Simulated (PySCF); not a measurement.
# A diatomic session: SO

The task here is to estimate one member of a computed series from the others.

Computed with PySCF 2.14.0. Level: S 3-21G, O 3-21G, no relativity.

The first run:

Settings of the job:

```yaml
atoms: S, O
charge: 0
basis: S 3-21G, O 3-21G
Hamiltonian: no relativity
basis_functions: 22
electrons_treated: 24
masses_in_u: 31.9721, 15.9949
levels: PBE0, PBE, r²SCAN, M06, revPBE, r²SCAN0, CAM-B3LYP, HF, MP2, SCS-MP2, CCSD, CCSD(T)
grid: 80 radial by 434 angular points
occupations: held fixed by the projection of orbital angular momentum
dissociation_limit: S + O, each in its ground configuration
starting_distance_in_angstrom: 1.585
values_of_2S_to_try: 0, 2, 4
```

Started as:

```
> OMP_NUM_THREADS=1 python dia.py task.json out
```

Steps of the session up to this table: Input; PBE0 along the bond; Other states along the same grid; PBE; r²SCAN (meta-GGA); M06 (hybrid meta-GGA); revPBE (GGA); r²SCAN0; CAM-B3LYP (range-separated hybrid); UHF (mean field); Correlated methods on the Hartree–Fock reference.

One of the session's tables, all rows but one given; the rest of the session is left out.

Differences from the measured constants:

```
      level  Re (mÅ)  ωe (%)
        UHF      +93    -3.2
   UHF-CCSD     +155   -17.8
UHF-CCSD(T)     +162   -19.1
        PBE        ?       ?
     revPBE     +166   -17.5
     r²SCAN     +147   -13.4
       PBE0     +130    -9.5
    r²SCAN0     +123    -7.8
        M06     +130    -9.8
  CAM-B3LYP     +123    -8.0
```

Q: Estimate the row for PBE from the others.

**Answer.** Re (mÅ): +161; ωe (%): -16.7. In the column «Re (mÅ)» it lies between UHF-CCSD (+155) and UHF-CCSD(T) (+162).

Time per point (s) on 1 thread, shared host (CPU time, shared integrals of 0.0065 s apart; correlated levels include their reference; CCSD comes with the CCSD(T) run); the times are rough: UHF 0.018, UHF-CCSD(T) 0.16, PBE 0.2, revPBE 0.17, r²SCAN 0.3, PBE0 0.29, r²SCAN0 0.32, M06 0.3, CAM-B3LYP 0.28.

**Reading.** Against the measured constants, the bond length is nearest at UHF (+93 mÅ) and farthest at revPBE (+166 mÅ); the wavenumber is nearest at UHF (-3.2 %) and farthest at UHF-CCSD(T) (-19.1 %). In a basis this small the correlated methods are far from their limit, so the ranking is that of method and basis together. Of the levels with a De here, UHF gives the least (0.105 eV) and PBE the most (4.84 eV).

Caveats from the session: Lowest PBE0 solution found, without spin–orbit coupling: ³Σ⁻ (triplet), unpaired electrons π ↑↑. T1 is 0.031 near the minimum (highest on the curve 0.156), which may point to more than one leading configuration. Warnings in the runs' records: inverted.
